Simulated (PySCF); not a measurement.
Atomic charges by several schemes

Species: 2,4-hexadiyne, C6H6.
Cartesian coordinates in Å at the PBE0-D3(BJ)/def2-TZVP level; atoms count from 1:
```xyz
12
C6H6 angstrom
C      2.713   -1.931    0.298
C      1.541   -1.091    0.189
C      0.562   -0.389    0.097
C     -0.547    0.397   -0.007
C     -1.529    1.094   -0.099
C     -2.708    1.924   -0.209
H      2.915   -2.186    1.342
H      3.596   -1.426   -0.103
H      2.578   -2.864   -0.256
H     -2.602    2.836    0.384
H     -2.885    2.215   -1.248
H     -3.594    1.392    0.147
```

Density: PBE0/pcSseg-2 (PySCF); schemes: Mulliken, IAO, Hirshfeld and ESP-fitted. Isolated species at its PBE0-D3(BJ)/def2-TZVP geometry, gas phase.

Question: For which atoms does the sign change between the 4 schemes (beyond +0.03 e in one, beyond −0.03 e in another)?

Answer: C2 and C5.

Question: Which atoms carry the highest charge in the Mulliken, IAO, Hirshfeld and ESP-fitted schemes?

Answer: The schemes don't all agree: Mulliken H7, H8, H9, H10 and 2 more (+0.057); IAO H7, H8, H9, H10 and 2 more (+0.178); Hirshfeld H7, H8, H9, H10 and 2 more (+0.065); ESP-fitted C5 (+0.192).

Question: At which atom do the 4 schemes differ most?

Answer: At C6: from -0.571 (ESP-fitted) to -0.018 e (Mulliken), 0.553 e apart.

Question: Tabulate the Mulliken, IAO, Hirshfeld and ESP-fitted charges.

Answer: In e:

```csv
atom,environment,Mulliken,IAO,Hirshfeld,ESP-fitted
C1,propargylic carbon,-0.019,-0.446,-0.103,-0.567
C2,alkyne carbon,-0.100,-0.014,-0.025,+0.189
C3,alkyne carbon,-0.053,-0.073,-0.066,-0.187
C4,alkyne carbon,-0.053,-0.073,-0.066,-0.190
C5,alkyne carbon,-0.100,-0.014,-0.025,+0.192
C6,propargylic carbon,-0.018,-0.446,-0.103,-0.571
H7,methyl hydrogen,+0.057,+0.178,+0.065,+0.189
H8,methyl hydrogen,+0.057,+0.178,+0.065,+0.189
H9,methyl hydrogen,+0.057,+0.178,+0.065,+0.188
H10,methyl hydrogen,+0.057,+0.178,+0.065,+0.190
H11,methyl hydrogen,+0.057,+0.178,+0.065,+0.190
H12,methyl hydrogen,+0.057,+0.178,+0.065,+0.189
```

Mean size of the charges over all atoms: ESP-fitted 0.252 e, IAO 0.178 e, Hirshfeld 0.065 e, Mulliken 0.057 e. Each set sums to the total charge, 0, to within 0.001 e. The ESP scheme fits charges at the nuclei, held to the total charge, to the electrostatic potential on points at 1.4 to 2.0 times the van der Waals radii.

Question: Sum the charges by element.

Answer: 
| element | atoms | Mulliken | IAO | Hirshfeld | ESP-fitted |
| --- | --- | --- | --- | --- | --- |
| C | 6 | -0.343 | -1.066 | -0.388 | -1.133 |
| H | 6 | +0.343 | +1.066 | +0.388 | +1.133 |

Question: How many electrons does the IAO scheme count on C1?

Answer: Z − q = 6 − (-0.446) = 6.446.
